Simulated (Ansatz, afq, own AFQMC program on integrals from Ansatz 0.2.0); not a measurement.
Two steps: Ansatz 0.2.0 writes the Fock matrix and Cholesky factors of the valence space, and afq projects on them the lowest state that overlaps trial and start.

```yaml
crystal:
  periodic: [false, false, false]
  atoms:
    - {symbol: O, position_ang: [-0.881305, -0.231644, 0.000000]}
    - {symbol: H, position_ang: [-1.130614, 0.694932, 0.000000]}
    - {symbol: H, position_ang: [0.078224, -0.231644, 0.000000]}
    - {symbol: Br, position_ang: [1.933695, -0.231644, 0.000000]}
basis:
  gaussian: {orbitals: cc-pVTZ}
magnetization: {spin_polarized: true, initial_magnetization: 1}
correlation: {method: ccsd_t, electrons: outside_noble_gas, hamiltonian_folder: ham}
```

```sh
$ ansatz run in.yaml --threads 1 --pin off --events-out ev --progress --plain --max-ram 16896MiB --backend cuda --devices 0, --max-vram 18GiB
```

afq runs on the folder ham with

```
--method phaseless --trial cisd --walkers 1400 --populations 20 --least-time 60 --time-step 0.005 --steps-per-block 50 --equilibration-blocks 28 --max-blocks 4000 --target-error 0.00023 --factor-cut 1e-05 --start spin_pure --seed 562 --release-times 0.24,0.51,0.99,1.5 --release-step 0.03 --release-every 4 --taylor-order 6
```

Times are imaginary, in 1/Eh. The walk had a cap of 238 s. With eight or more populations the least sampling time is a fifth of least-time, and the error comes from their spread. Filled inner d shells are frozen with the cores.

afq prints:

```
orbitals 86  electrons 8 7  factors 559 of 622
reference energy -2648.47437692 Eh
CCSD correlation -0.42954954 Eh in 17 cycles, weight of the determinant in the CISD state 0.8717
energy of the start -2648.903193 Eh
 block  time / (1/Eh)  mean weight  energy / Eh
     1     0.250  0.9996  -2648.899309
     2     0.500  0.9993  -2648.905407
     3     0.750  0.9997  -2648.910915
     4     1.000  1.0006  -2648.913221
     5     1.250  1.0007  -2648.916633
     7     1.750  0.9988  -2648.916571
     9     2.250  0.9996  -2648.917329
    13     3.250  0.9992  -2648.918550
    21     5.250  1.0005  -2648.920369
    29     7.250  1.0000  -2648.918557
    33     8.250  1.0009  -2648.930557
    37     9.250  1.0006  -2648.920358
    45    11.250  1.0003  -2648.918453
    53    13.250  0.9991  -2648.919342
    61    15.250  0.9995  -2648.917280
    69    17.250  0.9996  -2648.920277
    77    19.250  0.9997  -2648.919011
    85    21.250  0.9997  -2648.918952
    93    23.250  1.0004  -2648.918961
   101    25.250  0.9994  -2648.917536
   109    27.250  1.0003  -2648.916268
   117    29.250  0.9998  -2648.918280
   125    31.250  1.0000  -2648.920508
   133    33.250  1.0009  -2648.915540
   141    35.250  0.9997  -2648.916673
   149    37.250  0.9999  -2648.917139
   157    39.250  0.9992  -2648.919629
   165    41.250  1.0006  -2648.916053
   173    43.250  1.0007  -2648.918976
   181    45.250  0.9999  -2648.921193
   185    46.250  0.9998  -2648.917821
error from the spread of 20 populations
released: time / (1/Eh)  energy / Eh  error  mean overlap
  0.24  -2648.918412  0.000220  0.9976
  0.51  -2648.918978  0.000161  0.9896
  0.99  -2648.918749  0.000281  0.9879
  1.50  -2648.919269  0.000381  0.9816
energy -2648.918147 +/- 0.000221 Eh
(rows thinned)
```

The run passed its tests (sampling time, drift between the halves within three errors, error under three times the target), which doesn't prove that it has relaxed. The second half of the sampling lies above the first by 1.6 errors of their difference, so the energy may still be moving and its error bar be too small.

Against this walk (error 6.0 meV) on the same determinant: CCSD(T) 13.1 meV higher. The error is statistical and leaves out the bias of the constraint. Released to 1.50 1/Eh the energy lies 31 ± 12 meV (both errors) below the phaseless value, which shows part or all of the bias of the constraint, and CCSD(T) lies 43.6 meV above the released value.

Cautions: constraint bias not in the error; no relativity below Rb; no spin-orbit coupling; inner d shell frozen.

The walk took 2.5 min on 1 × NVIDIA H100 80GB HBM3 with 2 threads of AMD EPYC 7R13 Processor (Zen 3), on a shared host (the card was shared). The log's last line is the phaseless energy.

A walk keeps the symmetry of its determinant, which the program's search chose and which needn't be the lowest solution, so a lower state of the same spin and another symmetry isn't excluded.
